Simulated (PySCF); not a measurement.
# Stretching SO⁺

Set-up: S 6-31G(d,p), O 6-31G(d,p); no relativity (PySCF 2.14). Energies in eV from S⁺ + O in their ground configurations at the same level. State: ²Π (doublet), unpaired electrons π ↑.

```csv
R (Å),UHF-SCS-MP2,PW91,BLYP,M06-L
1.238,-1.793,-3.221,-2.978,-2.573
1.296,-3.158,-4.580,-4.361,-3.892
1.354,-3.954,-5.371,-5.176,-4.629
1.397,-4.290,-5.689,-5.514,-4.900
1.440,-4.451,-5.829,-5.675,-4.990
1.483,-4.484,-5.833,-5.700,-4.940
1.541,-4.356,-5.681,-5.577,-4.714
1.613,-3.884,-5.318,-5.250,-4.259
1.699,-3.070,-4.731,-4.707,-3.570
1.814,-1.533,-3.833,-3.861,-2.557
```

**Question.** Put a parabola through the three lowest points of the PW91 curve and estimate Re, k and ωe (reduced mass 10.66 u; 1 eV/Å² = 0.16022 mdyn/Å; ωe = 1302.8·√(k/μ) cm⁻¹).

**Answer.** Through R = 1.44, 1.483, 1.541 Å the second-order coefficient is 26.9 eV/Å², so Re ≈ 1.463 Å, k ≈ 8.61 mdyn/Å and ωe ≈ 1171 cm⁻¹. A polynomial fit of higher order to the unrounded PW91 energies gives Re = 1.463 Å, k = 10.1 mdyn/Å, ωe = 1270 cm⁻¹; anharmonicity and rounding make the difference.

The higher-order fit for each curve: PW91: Re = 1.463 Å, ωe = 1270 cm⁻¹, De = 5.85 eV; BLYP: Re = 1.471 Å, ωe = 1236 cm⁻¹, De = 5.70 eV; M06-L: Re = 1.444 Å, ωe = 1358 cm⁻¹, De = 4.99 eV. UHF-SCS-MP2 gives no reliable minimum on this grid.

Correlated steps freeze 6 core orbitals. Correlated levels converge slowly with the basis: in double zeta they bind strong bonds too weakly, by up to about 1 eV, and carry superposition errors of some tenths. For an ion De counts to the pair picked by the measured ionisation energies or electron affinities, which need not be the lowest pair at this level. The state is the lowest determinant that a PBE0 search found; another state may lie lower at other levels.
